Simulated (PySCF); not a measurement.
# fluoroacetonitrile (C₂H₂FN): NMR shifts at several levels of theory, part 2 of 2

PySCF 2.14.0. Atoms count from 0. Earlier steps stand in the parts before.

## Step 11: NMR shieldings: PBE0/6-31G*

Job settings and geometry (Å):

```
{"job": {"kind": "nmr", "xc": "PBE0", "basis": "6-31G*", "pop": true}, "charge": 0, "multiplicity": 1}
N      1.381479    -0.518050    -1.551496
C      0.634446    -0.253433    -0.710020
C     -0.311532     0.079564     0.359268
F     -0.597508     1.408275     0.369231
H      0.130240    -0.215392     1.326187
H     -1.237129    -0.500960     0.206784
```

With the program's defaults for keys left out, this is: GIAO PBE0/6-31G* NMR shielding, non-relativistic, gas phase.

Log:

```text
coarse grid: 5560 points
cycle   1  E = -231.6563640026  dE =  4.653e-01  |g| = 5.983e-01  |ddm| = 2.603e+00
cycle   2  E = -231.4383874085  dE =  2.180e-01  |g| = 1.187e+00  |ddm| = 1.342e+00
cycle   3  E = -231.7241148698  dE = -2.857e-01  |g| = 1.740e-01  |ddm| = 9.403e-01
cycle   4  E = -231.7297189946  dE = -5.604e-03  |g| = 5.061e-02  |ddm| = 1.458e-01
cycle   5  E = -231.7302307161  dE = -5.117e-04  |g| = 6.663e-03  |ddm| = 4.468e-02
cycle   6  E = -231.7302421309  dE = -1.141e-05  |g| = 1.232e-03  |ddm| = 8.005e-03
cycle   7  E = -231.7302424806  dE = -3.497e-07  |g| = 2.719e-04  |ddm| = 1.246e-03
final grid: 55760 points
cycle   8  E = -231.7111507764  dE = -1.312e-05  |g| = 5.651e-03  |ddm| = 1.265e-02
cycle   9  E = -231.7111478770  dE =  2.899e-06  |g| = 7.317e-03  |ddm| = 9.639e-03
cycle  10  E = -231.7111574578  dE = -9.581e-06  |g| = 6.517e-04  |ddm| = 4.964e-03
cycle  11  E = -231.7111575446  dE = -8.680e-08  |g| = 1.492e-04  |ddm| = 6.541e-04
cycle  12  E = -231.7111575455  dE = -8.657e-10  |g| = 1.382e-04  |ddm| = 1.985e-04
cycle  13  E = -231.7111575496  dE = -4.087e-09  |g| = 1.539e-05  |ddm| = 9.887e-05
cycle  14  E = -231.7111575496  dE = -5.400e-11  |g| = 3.411e-06  |ddm| = 1.458e-05
converged SCF energy = -231.7111575496

GIAO shielding tensors (ppm)
atom      isotropic    diamagn.    paramagn.     s11        s22        s33       span
  0 N      -15.505     339.027    -354.532   -174.430   -150.394    278.308    452.738
  1 C       87.790     258.253    -170.463    -15.001    -14.841    293.213    308.214
  2 C      130.192     243.371    -113.179    103.568    106.877    180.130     76.562
  3 F      443.380     466.523     -23.143    414.030    430.182    485.928     71.898
  4 H       27.211      26.772       0.439     23.453     27.255     30.926      7.474
  5 H       27.215      26.771       0.444     23.456     27.256     30.932      7.476
```

It took 2.9 s on 1 thread, shared host.

In short: δ C1 106.3, C2 63.9, N0 274.9, F3 -244.5, H4 4.75 ppm (means over like atoms).

## Step 12: Nuclear shieldings: PBE0/6-311+G(2d,p)

Settings changed since step 11:

```diff
@@ -1,2 +1,2 @@
-{"job": {"kind": "nmr", "xc": "PBE0", "basis": "6-31G*", "pop": true}, "charge": 0, "multiplicity": 1}
+{"job": {"kind": "nmr", "xc": "PBE0", "basis": "6-311+G(2d,p)", "pop": true}, "charge": 0, "multiplicity": 1}
 N      1.381479    -0.518050    -1.551496
```

Level: GIAO PBE0/6-311+G(2d,p) NMR shielding, non-relativistic, gas phase.

Log:

```text
coarse grid: 5560 points
cycle   1  E = -231.7231195357  dE =  4.594e-01  |g| = 5.813e-01  |ddm| = 2.181e+00
cycle   2  E = -231.5035978870  dE =  2.195e-01  |g| = 1.195e+00  |ddm| = 1.107e+00
cycle   3  E = -231.7857295351  dE = -2.821e-01  |g| = 1.598e-01  |ddm| = 6.918e-01
cycle   4  E = -231.7897500562  dE = -4.021e-03  |g| = 6.374e-02  |ddm| = 1.179e-01
cycle   5  E = -231.7904963751  dE = -7.463e-04  |g| = 8.740e-03  |ddm| = 3.926e-02
cycle   6  E = -231.7905107054  dE = -1.433e-05  |g| = 2.247e-03  |ddm| = 7.746e-03
cycle   7  E = -231.7905118001  dE = -1.095e-06  |g| = 3.550e-04  |ddm| = 1.744e-03
final grid: 55760 points
cycle   8  E = -231.7924274558  dE = -2.533e-05  |g| = 4.263e-03  |ddm| = 3.250e-02
cycle   9  E = -231.7924265498  dE =  9.060e-07  |g| = 5.094e-03  |ddm| = 5.315e-03
cycle  10  E = -231.7924311448  dE = -4.595e-06  |g| = 9.158e-04  |ddm| = 2.888e-03
cycle  11  E = -231.7924312628  dE = -1.180e-07  |g| = 3.711e-04  |ddm| = 6.954e-04
cycle  12  E = -231.7924312861  dE = -2.334e-08  |g| = 1.794e-04  |ddm| = 2.809e-04
cycle  13  E = -231.7924312923  dE = -6.184e-09  |g| = 1.849e-05  |ddm| = 9.448e-05
cycle  14  E = -231.7924312924  dE = -6.048e-11  |g| = 5.314e-06  |ddm| = 1.548e-05
converged SCF energy = -231.7924312924

GIAO shielding tensors (ppm)
atom      isotropic    diamagn.    paramagn.     s11        s22        s33       span
  0 N      -45.775     321.178    -366.953   -217.478   -190.553    270.705    488.183
  1 C       67.715     268.535    -200.820    -45.835    -44.895    293.873    339.708
  2 C      120.698     241.127    -120.429     91.123     95.728    175.244     84.121
  3 F      430.790     462.059     -31.268    402.096    405.895    484.380     82.284
  4 H       26.692      27.893      -1.201     22.924     26.715     30.437      7.513
  5 H       26.696      27.900      -1.204     22.928     26.715     30.444      7.516
```

It took 5.3 s on 1 thread, shared host.

Key values: δ C1 118.7, C2 65.7, N0 307.7, F3 -256.0, H4 4.82 ppm (means over like atoms).

## Step 13: Nuclear shieldings: PBE0/def2-SVP

Settings changed since step 12:

```diff
@@ -1,2 +1,2 @@
-{"job": {"kind": "nmr", "xc": "PBE0", "basis": "6-311+G(2d,p)", "pop": true}, "charge": 0, "multiplicity": 1}
+{"job": {"kind": "nmr", "xc": "PBE0", "basis": "def2-SVP", "pop": true}, "charge": 0, "multiplicity": 1}
 N      1.381479    -0.518050    -1.551496
```

With the program's defaults for keys left out, this is: GIAO PBE0/def2-SVP NMR shielding, non-relativistic, gas phase.

Log:

```text
coarse grid: 5560 points
cycle   1  E = -231.4384839336  dE =  4.369e-01  |g| = 5.990e-01  |ddm| = 2.725e+00
cycle   2  E = -231.2136559335  dE =  2.248e-01  |g| = 1.193e+00  |ddm| = 1.385e+00
cycle   3  E = -231.5068583448  dE = -2.932e-01  |g| = 1.703e-01  |ddm| = 9.111e-01
cycle   4  E = -231.5121813101  dE = -5.323e-03  |g| = 5.161e-02  |ddm| = 1.629e-01
cycle   5  E = -231.5127037376  dE = -5.224e-04  |g| = 6.244e-03  |ddm| = 4.303e-02
cycle   6  E = -231.5127124627  dE = -8.725e-06  |g| = 1.614e-03  |ddm| = 7.956e-03
final grid: 55760 points
cycle   7  E = -231.5417019467  dE = -1.106e-05  |g| = 5.121e-03  |ddm| = 1.306e-02
cycle   8  E = -231.5416998890  dE =  2.058e-06  |g| = 6.306e-03  |ddm| = 8.656e-03
cycle   9  E = -231.5417076246  dE = -7.736e-06  |g| = 1.052e-03  |ddm| = 4.981e-03
cycle  10  E = -231.5417078137  dE = -1.891e-07  |g| = 3.937e-04  |ddm| = 9.305e-04
cycle  11  E = -231.5417078465  dE = -3.281e-08  |g| = 8.076e-05  |ddm| = 3.158e-04
cycle  12  E = -231.5417078477  dE = -1.232e-09  |g| = 1.368e-05  |ddm| = 7.086e-05
cycle  13  E = -231.5417078478  dE = -4.621e-11  |g| = 3.005e-06  |ddm| = 1.852e-05
converged SCF energy = -231.5417078478

GIAO shielding tensors (ppm)
atom      isotropic    diamagn.    paramagn.     s11        s22        s33       span
  0 N      -26.497     326.192    -352.689   -191.505   -164.042    276.056    467.561
  1 C       83.452     274.922    -191.470    -21.276    -21.215    292.847    314.123
  2 C      130.862     241.500    -110.638    103.125    105.256    184.206     81.081
  3 F      449.286     465.411     -16.125    418.121    439.611    490.127     72.007
  4 H       26.744      27.542      -0.797     22.993     26.621     30.619      7.627
  5 H       26.748      27.537      -0.789     22.997     26.621     30.626      7.628
```

It took 3 s on 1 thread, shared host.

This run: δ C1 110.3, C2 62.9, N0 296.3, F3 -234.6, H4 4.60 ppm (means over like atoms).

## Step 14: Shielding tensors: PBE0/def2-TZVP

Settings changed since step 13:

```diff
@@ -1,2 +1,2 @@
-{"job": {"kind": "nmr", "xc": "PBE0", "basis": "def2-SVP", "pop": true}, "charge": 0, "multiplicity": 1}
+{"job": {"kind": "nmr", "xc": "PBE0", "basis": "def2-TZVP", "pop": true}, "charge": 0, "multiplicity": 1}
 N      1.381479    -0.518050    -1.551496
```

Method: GIAO PBE0/def2-TZVP NMR shielding, non-relativistic, gas phase.

Log:

```text
coarse grid: 5560 points
cycle   1  E = -231.7486722524  dE =  4.543e-01  |g| = 5.885e-01  |ddm| = 1.972e+00
cycle   2  E = -231.5302577121  dE =  2.184e-01  |g| = 1.199e+00  |ddm| = 1.197e+00
cycle   3  E = -231.8119428694  dE = -2.817e-01  |g| = 1.638e-01  |ddm| = 8.261e-01
cycle   4  E = -231.8161886095  dE = -4.246e-03  |g| = 6.631e-02  |ddm| = 1.242e-01
cycle   5  E = -231.8169923842  dE = -8.038e-04  |g| = 9.039e-03  |ddm| = 4.699e-02
cycle   6  E = -231.8170084760  dE = -1.609e-05  |g| = 2.102e-03  |ddm| = 8.459e-03
cycle   7  E = -231.8170094213  dE = -9.453e-07  |g| = 3.964e-04  |ddm| = 1.855e-03
final grid: 55760 points
cycle   8  E = -231.8145330146  dE = -3.481e-05  |g| = 4.379e-03  |ddm| = 4.633e-02
cycle   9  E = -231.8145323371  dE =  6.775e-07  |g| = 5.018e-03  |ddm| = 6.559e-03
cycle  10  E = -231.8145368233  dE = -4.486e-06  |g| = 8.820e-04  |ddm| = 3.133e-03
cycle  11  E = -231.8145369312  dE = -1.080e-07  |g| = 2.670e-04  |ddm| = 7.323e-04
cycle  12  E = -231.8145369377  dE = -6.427e-09  |g| = 2.045e-04  |ddm| = 2.460e-04
cycle  13  E = -231.8145369461  dE = -8.477e-09  |g| = 2.082e-05  |ddm| = 1.273e-04
cycle  14  E = -231.8145369462  dE = -8.043e-11  |g| = 5.480e-06  |ddm| = 1.642e-05
converged SCF energy = -231.8145369462

GIAO shielding tensors (ppm)
atom      isotropic    diamagn.    paramagn.     s11        s22        s33       span
  0 N      -48.155     326.288    -374.443   -221.087   -194.020    270.641    491.728
  1 C       67.326     267.035    -199.708    -46.076    -45.777    293.833    339.910
  2 C      118.947     237.471    -118.524     89.266     93.443    174.131     84.865
  3 F      433.423     463.685     -30.262    407.287    410.030    482.953     75.665
  4 H       26.714      27.351      -0.637     22.983     26.781     30.377      7.394
  5 H       26.717      27.351      -0.634     22.987     26.780     30.384      7.397
```

Run time: 6.4 s. Hardware: 1 thread, shared host.

This run: δ C1 119.3, C2 67.7, N0 314.1, F3 -254.6, H4 4.77 ppm (means over like atoms).

## Step 15: Comparing the runs: NMR shifts

Shifts (ppm), means over like atoms, with basis size and wall time (the measured row can stand on another reference than the computed rows):

```
               run     C1    C2    H4     N0      F3  functions   time
     WP04/pcSseg-2  117.6  71.6  4.73  306.2  -239.3        172    7 s
    B97-2/pcSseg-2  120.2  68.8  4.79  310.3  -252.2        172    7 s
BHandHLYP/pcSseg-2  123.2  66.7  4.71  322.0  -235.9        172  6.7 s
CAM-B3LYP/pcSseg-2  123.9  70.0  4.84  321.3  -248.7        172  9.4 s
  wB97X-D/pcSseg-2  123.6  69.4  4.75  318.0  -247.6        172  9.2 s
  LC-wPBE/pcSseg-2  128.0  70.8  4.75  319.9  -238.5        172   13 s
       PBE0/STO-3G   90.9  52.9  3.09  231.8  -146.3         22  1.1 s
        PBE0/6-31G  114.2  64.7  5.08  282.0  -261.3         40  2.3 s
       PBE0/6-31G*  106.3  63.9  4.75  274.9  -244.5         60  2.9 s
PBE0/6-311+G(2d,p)  118.7  65.7  4.82  307.7  -256.0        120  5.3 s
     PBE0/def2-SVP  110.3  62.9  4.60  296.3  -234.6         66    3 s
    PBE0/def2-TZVP  119.3  67.7  4.77  314.1  -254.6        136  6.4 s
          measured      –     –     –      –  -251.0          –      –
```

Measured: University of Colorado NMR facility, 19F NMR Reference Standards.

## Step 16: Results

The summary covers parts 1 to 2.

| quantity | value |
| --- | --- |
| point group | Cs |
| rotational constants (main isotopes) | 37.06, 4.79, 4.36 GHz |
| ¹³C shifts against TMS (WP04/pcSseg-2) | 117.6, 71.6 ppm |
| ¹H shifts against TMS (WP04/pcSseg-2, means over atoms taken as alike) | 4.73 ppm |
| ¹⁵N shifts against NH3 (WP04/pcSseg-2) | 306.2 ppm |
| ¹⁹F shifts against CFCl3 (WP04/pcSseg-2) | -239.3 ppm |
| measured, and computed on the same scale | F3 δ -251.0, -239.3 ppm |
| range of the shift of F3 | -261.3 to -146.3 ppm |
| property runs in this session | 12, of which 0 failed and 1 gave unsound results |

In words: Single values in the summary come from the first run of each kind that ended normally (WP04/pcSseg-2), which need not be the best level. Over 5 steps the energy fell by 0.024 eV; of the close pairs, C2–H4 changed most, 1.093 to 1.103 Å. C1 (nitrile carbon) lies farthest downfield among carbon, at 117.6 ppm; typical of a nitrile. At WP04/pcSseg-2: The widest tensor belongs to N0: span 517 ppm, with a paramagnetic part of -389 ppm. The one measured ¹⁹F shift is missed by +11.7 ppm (computed less measured, unscaled). Vibration, temperature and solvent are missing from the calculation, so part of the miss against the measured shifts is not the functional's. In ppm, F3 moves most: its shift spreads over 114.9 ppm, from -261.3 (PBE0/6-31G) to -146.3 (PBE0/STO-3G). A minimal basis is unusable for shieldings, so that end is no result. Most of that comes from the computed reference, not from the atom's own shielding. For the one measured ¹⁹F shift, B97-2/pcSseg-2 misses least (1.2 ppm, 7 s) and PBE0/STO-3G most (104.7 ppm, 1.1 s). One molecule ranks no method: errors cancel, and vibration and temperature are missing from all runs.
